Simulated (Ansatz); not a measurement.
**C6H8: one species, many methods**

The task here is to estimate one member of a computed series from the others.

Program: Ansatz 0.2.0, Gaussian basis. Level of theory: functionals in def2-TZVPP, the program's frozen cores in correlated methods. These are calculated values, not measurements.

Levels to be run: LDA (SPW92), PBE-D4, revPBE-D4, BLYP-D4, r2SCAN-D4, B97M-V, PBE0-D4, B3LYP-D4, r2SCANh-D4, r2SCAN0-D4, HSE06-D4, BHLYP-D4, CAM-B3LYP-D4, LC-ωPBE, ωB97X-V, ωB97M-V, B2PLYP, PBE-QIDH; CCSD(T)/def2-SVP; CCSD(T)/def2-TZVPP; MP2/def2-QZVPP; extrapolation to the limit; RPA on PBE.

## Structure used throughout

The geometry comes from an earlier relaxation with PBE0-D4 in a triple-zeta def2 set; it is a stationary point, not always the lowest conformer.

SMILES `CC1=CCC=C1`, 14 atoms, charge 0, spin multiplicity 1.

Atoms are counted from 1 here; the program's logs count them from 0.

Bond lengths: C1–C2 1.487 Å, C1–H7 1.091 Å, C1–H8 1.094 Å, C1–H9 1.094 Å, C2–C3 1.344 Å, C2–C6 1.466 Å, C3–C4 1.492 Å, C3–H10 1.082 Å, C4–C5 1.493 Å, C4–H11 1.098 Å, C4–H12 1.098 Å, C5–C6 1.340 Å, C5–H13 1.081 Å, C6–H14 1.084 Å. Angles: C2–C1–H7 111.4°, C2–C1–H8 111.1°, C2–C1–H9 111.1°, H7–C1–H8 108.1°, H7–C1–H9 108.2°, H8–C1–H9 106.8°, C1–C2–C3 128.0°, C1–C2–C6 123.8°, C3–C2–C6 108.2°, C2–C3–C4 109.8°, C2–C3–H10 126.1°, C4–C3–H10 124.1°, C3–C4–C5 103.2°, C3–C4–H11 112.2°, C3–C4–H12 112.2°, C5–C4–H11 111.8°, C5–C4–H12 111.8°, H11–C4–H12 105.8° and more.

The first run:

File in.yaml:

```yaml
crystal:
  periodic: [false, false, false]
  atoms:
    - {symbol: C, position_ang: [-1.062100, 0.037534, 1.796179]}
    - {symbol: C, position_ang: [-0.294993, 0.002848, 0.522251]}
    - {symbol: C, position_ang: [0.911270, -0.546754, 0.297976]}
    - {symbol: C, position_ang: [1.300031, -0.347978, -1.128321]}
    - {symbol: C, position_ang: [0.139867, 0.398875, -1.697682]}
    - {symbol: C, position_ang: [-0.770062, 0.592604, -0.732723]}
    - {symbol: H, position_ang: [-0.517701, -0.456780, 2.601856]}
    - {symbol: H, position_ang: [-2.031571, -0.458243, 1.685552]}
    - {symbol: H, position_ang: [-1.266863, 1.067453, 2.104681]}
    - {symbol: H, position_ang: [1.523573, -1.060130, 1.027754]}
    - {symbol: H, position_ang: [1.467344, -1.299863, -1.649688]}
    - {symbol: H, position_ang: [2.236567, 0.216631, -1.228508]}
    - {symbol: H, position_ang: [0.070595, 0.720191, -2.727974]}
    - {symbol: H, position_ang: [-1.718857, 1.104312, -0.842552]}
basis:
  gaussian: {orbitals: def2-TZVPP}
hamiltonian: {xc: lda}
output: {orbitals: {seedname: orbitals}}
```

On the command line:

```bash
$ ansatz run in.yaml --threads 2 --pin off --events-out ev --progress --plain --max-ram 32768MiB --backend cpu
```

Among the steps run: LDA; PBE-D4 (GGA); revPBE-D4 (GGA); BLYP-D4 (GGA); r2SCAN-D4 (meta-GGA); B97M-V (meta-GGA); PBE0-D4 (hybrid); B3LYP-D4 (hybrid); r2SCANh-D4 (hybrid); r2SCAN0-D4 (hybrid); HSE06-D4 (hybrid); BHLYP-D4 (hybrid); CAM-B3LYP-D4 (range-separated); LC-ωPBE (range-separated); ωB97X-V (range-separated); ωB97M-V (range-separated); B2PLYP (double hybrid); PBE-QIDH (double hybrid).

One table of the session follows, with a row left open; its other results are not shown here.

It belongs to the step «Frontier levels by functional». 

```
  functional  HOMO (eV)  gap (eV)
 LDA (SPW92)      -5.35      3.91
      PBE-D4      -5.16      3.91
   revPBE-D4          ?         ?
     BLYP-D4      -4.99      3.88
   r2SCAN-D4      -5.29      4.21
      B97M-V      -5.28      4.26
     PBE0-D4      -6.16      5.87
    B3LYP-D4      -5.96      5.44
  r2SCANh-D4      -5.68      4.95
  r2SCAN0-D4      -6.26      6.05
    HSE06-D4      -5.77      5.09
    BHLYP-D4      -7.00      7.77
CAM-B3LYP-D4      -7.43      8.27
     LC-ωPBE      -8.79     10.74
     ωB97X-V      -8.41     10.30
     ωB97M-V      -8.34     10.13
```

Q: Estimate the row for revPBE-D4 from the others.

**Answer.** HOMO (eV): -5.09; gap (eV): 3.92. In the column «HOMO (eV)» it lies between PBE-D4 (-5.16) and BLYP-D4 (-4.99).
